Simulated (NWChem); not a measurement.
# Correlation energy of C$_{2}$H$_{3}$O

```
C
H 1 1.1012
H 1 1.1012 2 106.84
H 1 1.1036 2 110.36 3 120.01
C 1 1.5086 2 108.78 3 -117.28
O 5 1.1826 1 128.92 2 -121.98
```
Charge 0, spin multiplicity 2.

Program: NWChem. Structure: optimised with UB3LYP/def2-SVP, a minimum by its harmonic frequencies.

Basis set: 6-311G**. Each correlation energy counts from its own Hartree-Fock reference.

The correlated methods keep 3 core orbitals frozen. The Pople sets run with spherical d functions. The structure started from a generated list of species. The unpaired electrons of the parent sit in orbitals of symmetry a' (Cs labels of the run); other states weren't searched. The stability of the SCF solutions was not checked. Open-shell Hartree-Fock references start from PBE0 orbitals. No row is a measurement; the coupled-cluster row has its own basis-set and correlation limits.

| method | correlation energy (mHa) |
|---|---|
| CCSD[T] on UHF | -504.0 |
| CCSD on UHF | ___ |
| CCSD(T) on UHF | -502.0 |
| SCS-UMP2 | ___ |
| CCSD(T) on ROHF | -507.1 |
| CCSD on ROHF | -487.9 |
| CCSD[T] on ROHF | -509.3 |
| UMP2 | -461.7 |

Q: Some entries are withheld; supply them.

A: 
- CCSD on UHF, correlation energy (mHa): -483.5
- SCS-UMP2, correlation energy (mHa): -452.4
